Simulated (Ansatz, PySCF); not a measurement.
Molecule: AlF3 (charge -1, doublet). 
Structure (B3LYP-D3(BJ)/def2-TZVP (Ansatz, a program for electronic structure) minimum search):
```xyz
4

Al    -0.0885     0.1567     0.3654
F     -1.3258    -0.9060    -0.1511
F      0.0733     1.3983    -0.8005
F      1.3803    -0.7186     0.4238
```
Charge -1, spin multiplicity 2.

Total electronic energies in hartree. Correlated levels leave the core frozen unless marked. UHF or UKS for open shells. No spin-orbit coupling. No relativistic terms. CBS(X,Y): correlation extrapolated as X^-3; Hartree-Fock from the larger set. [CCSD(T)-MP2]/basis is that difference in the basis named.

```
level                                                                             program  energy (Eh)
-------------------------------------------------------------------------  --------------  -----------
HF/aug-cc-pV(T+d)Z                                                                 Ansatz   -540.63004
HF-D3(BJ)/def2-TZVPD                                                        PySCF + dftd3   -540.65281
BLYP-D3(BJ)/def2-TZVPD                                                     Ansatz + dftd3   -542.36775
revPBE-D4/def2-TZVPD                                                       Ansatz + dftd4   (withheld)
BP86-D3(BJ)/def2-TZVPD                                                      PySCF + dftd3   (withheld)
B3LYP/def2-TZVPD                                                                    PySCF   -542.40027
TPSSh-D4/def2-TZVPD                                                         PySCF + dftd4   -542.36932
r2SCANh-D4/def2-TZVPD                                                      Ansatz + dftd4   -542.21038
CAM-B3LYP/def2-TZVPD                                                               Ansatz   -542.32321
LC-wPBE-D3(BJ)/def2-TZVPD                                                  Ansatz + dftd3   (withheld)
B2GP-PLYP-D3(BJ)/def2-TZVPD                                                Ansatz + dftd3   -542.02668
RI-MP2/cc-pV(T+d)Z                                                                 Ansatz   -541.45320
CCSD/cc-pVTZ                                                                       Ansatz   -541.44554
CCSD/cc-pwCVTZ                                                                     Ansatz   -541.47491
RI-MP2/CBS(aug-cc-pV(T+d)Z,aug-cc-pV(Q+d)Z)+[CCSD(T)-MP2]/aug-cc-pV(D+d)Z          Ansatz    -541.6542
```

Question: Fill in the missing entries.

Answer: 
- revPBE-D4/def2-TZVPD, energy (Eh): -542.21919
- BP86-D3(BJ)/def2-TZVPD, energy (Eh): -542.39067
- LC-wPBE-D3(BJ)/def2-TZVPD, energy (Eh): -542.13384
